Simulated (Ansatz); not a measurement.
BN (`B#N`) (triplet), relaxed with UKS PBE-D4/def2-SVP in Ansatz 0.2.0 from a rough embedded geometry. The force threshold is 0.03 eV/Å; the program also tests the step.

Charge 0, multiplicity 3.

Start:

```xyz
2

B    -0.207   -0.550    0.239
N     0.207    0.550   -0.239
```

```csv
step,energy (eV),largest force (eV/Å),largest move (Å)
1,-2156.2612,4.420,0.000
2,-2156.3919,0.949,0.025
3,-2156.3996,0.117,0.007
4,-2156.3998,0.000,0.001
```

End:

```xyz
2

B    -0.218   -0.579    0.252
N     0.218    0.579   -0.252
```

Run time 2.2 s (2 threads of an AMD EPYC 7R13 on a shared host); peak host memory 0.12 GiB.
